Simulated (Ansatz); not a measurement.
A geometry relaxed with PBE0-D4/def2-SVP (Ansatz, a first-principles code), charge 0, multiplicity 1:

```xyz
6

H     -0.5371    -0.7814    -0.7662
O      0.9555     0.5242    -0.0775
H      1.5703    -0.1924     0.1049
H     -0.6066    -0.3965     0.9803
H     -1.0397     0.8355    -0.2255
C     -0.3424     0.0106    -0.0160
```

### Question
Write the SMILES of this molecule.

### Answer
`CO`
